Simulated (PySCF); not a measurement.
C₂H₃, SMILES [CH]=C (connectivity only; charge and spin as stated), charge +1, multiplicity 1. Atoms are numbered in the order given.

```xyz
5

C      0.0000     0.0000     0.6721
C      0.0000     0.0000    -0.5796
H      0.0000     0.0000     1.7533
H      0.0000    -0.9393    -1.1541
H      0.0000     0.9393    -1.1541
```
Charge +1, spin multiplicity 1.

The structure is a stationary point at B3LYP-D3(BJ)/def2-TZVP. The spin state was assumed, not searched. The isomer is the one that the SMILES or the coordinates give; other isomers of the formula were not compared.

Two levels are set side by side: PBE/pcSseg-2 (PySCF) and PBE0/pcSseg-2 (PySCF). GIAO shifts against TMS (¹H), TMS (¹³C) at the same level; non-relativistic, no solvent, atoms listed together averaged. Differences are taken from unrounded values.

| quantity | PBE0 | PBE | PBE minus PBE0 |
|---|---|---|---|
| δ(¹³C) of C1 (ppm) | 363.3 | 338.1 | -25.3 |
| δ(¹³C) of C2 (ppm) | 73.3 | 72.0 | -1.3 |
| δ(¹H) of H3 (ppm) | 14.46 | 12.93 | -1.53 |
| δ(¹H) of H4, H5 (ppm) | 9.16 | 8.87 | -0.29 |

Rough cost on one machine, each run with all the roots and properties that it gave: PBE0 against PBE about 2 times.
